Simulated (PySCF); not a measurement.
Compound: H₅OPSi.
Cartesian coordinates in Å at the PBE0-D3(BJ)/def2-SVP level; atoms count from 1:
```xyz
8
H5OPSi angstrom
O     -1.445    1.192   -0.208
Si    -0.594   -0.176    0.219
P      1.633    0.137   -0.070
H     -1.175    2.011    0.217
H     -0.764   -0.523    1.666
H     -1.154   -1.269   -0.621
H      1.621   -0.200   -1.458
H      1.933   -1.193    0.358
```

Level of theory: EOM-EE-CCSD/aug-cc-pVDZ in PySCF, restricted Hartree–Fock reference, frozen core, non-relativistic, gas phase, PBE0-D3(BJ)/def2-SVP geometry.

Give the EOM-CCSD singlets and triplets.

```json
{"state": "singlet 1", "E (eV)": "6.31", "Eh": "0.2318", "main singles (HF orbitals, share of the singles part)": "HOMO→LUMO 58 %, HOMO→LUMO+9 11 %"}
{"state": "singlet 2", "E (eV)": "6.50", "Eh": "0.2387", "main singles (HF orbitals, share of the singles part)": "HOMO→LUMO+1 19 %, HOMO→LUMO+4 17 %, HOMO→LUMO+12 11 %"}
{"state": "singlet 3", "E (eV)": "6.81", "Eh": "0.2504", "main singles (HF orbitals, share of the singles part)": "HOMO→LUMO+1 33 %, HOMO→LUMO+4 14 %, HOMO→LUMO+13 12 %"}
{"state": "singlet 4", "E (eV)": "7.12", "Eh": "0.2616", "main singles (HF orbitals, share of the singles part)": "HOMO→LUMO+2 37 %, HOMO→LUMO+5 17 %"}
{"state": "triplet 1", "E (eV)": "5.67", "Eh": "0.2083", "main singles (HF orbitals, share of the singles part)": "HOMO→LUMO+9 30 %, HOMO→LUMO 27 %, HOMO→LUMO+11 9 %"}
{"state": "triplet 2", "E (eV)": "5.83", "Eh": "0.2141", "main singles (HF orbitals, share of the singles part)": "HOMO→LUMO+4 23 %, HOMO→LUMO+13 12 %, HOMO→LUMO+14 12 %"}
```

What is the vertical gap between the lowest excited singlet and the lowest triplet?

6.31 − 5.67 = 0.64 eV (62 kJ/mol).

The first EOM-IP-CCSD ionisation energy is 9.71 eV, 2.59 eV above the highest singlet listed and 3.40 eV above the lowest.

T1 diagnostic 0.014. EOM-CCSD puts states of mainly double-excitation character too high. An iterative search for so few roots can pass over a low state.

One conformer stands for the species.
